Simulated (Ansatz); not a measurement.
Input for Ansatz (development build ahead of 0.2.0):

```yaml
crystal:
  periodic: [false, false, false]
  atoms:
    - { symbol: C, position_ang: [-0.0784, -0.3544, -0.2012] }
    - { symbol: O, position_ang: [0.1693, 0.3367, -1.1583] }
    - { symbol: "N", position_ang: [-0.0611, 0.0593, 1.0885] }
    - { symbol: H, position_ang: [-0.3542, -1.4353, -0.2893] }
    - { symbol: H, position_ang: [-0.2785, -0.5689, 1.8485] }
    - { symbol: H, position_ang: [0.1757, 1.0221, 1.2949] }
basis:
  gaussian: { orbitals: def2-SVP }
magnetization:
  spin_polarized: true
  initial_magnetization: 2
hamiltonian:
  xc: hf
output:
  forces: true
```

The input is written out in the form of the current development build from the run's settings.

Output:

* Converged: yes
* Total energy: -168.64391 hartree
* Spin squared of the determinant: 2.015
* Stability test: minimum

Forces (eV/Å):
```
atom      Fx      Fy      Fz
  C1  -2.936  -9.452   6.648
  O2   2.125   6.025  -7.853
  N3   0.436   2.386   2.660
  H4   0.418   1.364  -0.872
  H5   0.196   0.549  -0.753
  H6  -0.240  -0.872   0.170
```

Caution: another spin multiplicity may lie lower.
